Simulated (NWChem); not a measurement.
Program: NWChem. System: chloroform (CHCl$_{3}$), charge 0, spin multiplicity 1, at a geometry optimised with B3LYP/def2-SVP. Level: MP2/def2-SVP, 16 core orbitals frozen.

Job file:

```
start mol
memory heap 200 mb stack 900 mb global 1100 mb
geometry units angstroms nocenter noautoz
  Cl     0.851745    -0.066279     1.472644
  C     -0.009249     0.452824     0.000000
  Cl     0.851745    -0.066279    -1.472644
  Cl    -1.698374    -0.118208     0.000000
  H     -0.031481     1.546068     0.000000
  symmetry group Cs
end
basis spherical
  * library def2-svp
end
scf
  rhf
  nopen 0
  maxiter 100
  thresh 1e-7
  semidirect memsize 60000000 filesize 0
end
mp2
  freeze core 16
end
task mp2 energy
```

Part of the output:

```
             Northwest Computational Chemistry Package (NWChem) 7.3.0
             --------------------------------------------------------

                                NWChem Input Module
                                -------------------

 Scaling coordinates for geometry "geometry" by  1.889725989
 (inverse scale =  0.529177249)

 Turning off AUTOSYM since
 SYMMETRY directive was detected!

                             Geometry "geometry" -> ""
                             -------------------------

 Output coordinates in angstroms (scale by  1.889725989 to convert to a.u.)

  No.       Tag          Charge          X              Y              Z
 ---- ---------------- ---------- -------------- -------------- --------------
    1 Cl                  17.0000     0.85174500    -0.06627900     1.47264400
    2 C                    6.0000    -0.00924900     0.45282400     0.00000000
    3 Cl                  17.0000     0.85174500    -0.06627900    -1.47264400
    4 Cl                  17.0000    -1.69837400    -0.11820800     0.00000000
    5 H                    1.0000    -0.03148100     1.54606800     0.00000000

 Effective nuclear repulsion energy (a.u.)     260.9493310145

            Nuclear Dipole moment (a.u.)
            ----------------------------
        X                 Y               Z
 ---------------- ---------------- ----------------
    -0.0000056692    -0.0000188973     0.0000000000

      Symmetry information
      --------------------

 Group name             Cs
 Group number              2
 Group order               2
 No. of unique centers     4

      Symmetry unique atoms

     1    2    4    5


 Summary of "ao basis" -> "" (spherical)
 ------------------------------------------------------------------------------
       Tag                 Description            Shells   Functions and Types
 ---------------- ------------------------------  ------  ---------------------
 *                          def2-svp                  on all atoms

 Summary of "ao basis" -> "ao basis" (spherical)
 ------------------------------------------------------------------------------
[...]
     1   1 0 0     -0.010927      0.000000     -0.000006
     1   0 1 0      0.531462      0.000000     -0.000019
     1   0 0 1      0.000000      0.000000      0.000000

     2   2 0 0    -33.146543      0.000000    263.200049
     2   1 1 0     -0.044257      0.000000      5.070010
     2   1 0 1     -0.000000      0.000000      0.000000
     2   0 2 0    -30.973518      0.000000     14.311132
     2   0 1 1      0.000000      0.000000      0.000000
     2   0 0 2    -33.147788      0.000000    263.312898

                   NWChem MP2 Semi-direct Energy/Gradient Module
                   ---------------------------------------------

  Basis functions       =     73
  Molecular orbitals    =     73
  Frozen core           =     16
  Frozen virtuals       =      0
  Active alpha occupied =     13
  Active beta occupied  =     13
  Active alpha virtual  =     44
  Active beta virtual   =     44
  Use MO symmetry       = T
  Use skeleton AO sym   = T

  AO/Fock/Back tols     =   1.0D-09  1.0D-09  1.0D-09

 GA uses MA = F    GA memory limited = T

 Available:
  local mem=  1.26D+08
 global mem=  1.44D+08
 local disk=  0.00D+00
  mp2_memr nvloc                    44
  nvloc new                    44
   1 passes of  13:        3145728                      25457                   5075394.
   1 passes of  13: M    126153534           G      144168542           F     123007806.

 Semi-direct pass number   1 of   1  for RHF alpha+beta  at        0.6s
  vrange nnbf                  2605
  mp2_eaftype                    19  avail_ma_in_mb                  1099
 EAF : mp2_eaftype filesize          19    2537697.
  mp2_eaf for mointskh                     19
Node 0 wrote     11.9 Mb in      0.0 s     Agg I/O rate:  2240.7 Mb/s
 Done moints_semi at        1.4s
  mp2_eaftype                    19  avail_ma_in_mb                  1080
 EAF : mp2_eaftype filesize          19    2537697.
  mp2_eaf for kh                    19
 Done maket at        1.4s
 Done multipass loop at        1.4s

          -------------------------------------------
          SCF energy               -1416.451832182664
          Correlation energy          -0.544692456320
          Singlet pairs               -0.328212027863
          Triplet pairs               -0.216480428458
          Total MP2 energy         -1416.996524638985
          -------------------------------------------

          ---------------------------------------------------
                    Spin Component Scaled (SCS) MP2
          Same spin pairs                     -0.144320285638
          Same spin scaling factor             0.333333333333
          Opposite spin pairs                 -0.400372170682
          Opposite spin scaling fact.          1.200000000000
          SCS-MP2 correlation energy          -0.528553366698
          Total SCS-MP2 energy             -1416.980385549362
          ---------------------------------------------------

 -----------------------
 Performance information
 -----------------------

 Timer overhead =  1.04D-07 seconds/call

               Nr. of calls         CPU time (s)                 Wall time (s)                GFlops
             ---------------    -------------------     ------------------------------   -------------------
Name         Min   Avg   Max    Min     Avg     Max     Min     Avg     Max   Mx/calls   Min     Max     Sum
mp2: moin     1     1     1   0.77    0.77    0.77     0.77    0.77    0.77    0.77      0.0     0.0     0.0
mp2: make     1     1     1   4.83E-2 4.83E-2 4.83E-2  4.83E-2 4.83E-2 4.83E-2 4.83E-2   0.0     0.0     0.0
mp2: tota     1     1     1   0.84    0.84    0.84     0.84    0.84    0.84    0.84      0.0     0.0     0.0

 The average no. of pstat calls per process was 3.00D+00
 with a timing overhead of 3.13D-07s

 Task  times  cpu:        1.4s     wall:        1.4s

 Total times  cpu:        1.4s     wall:        1.4s
```
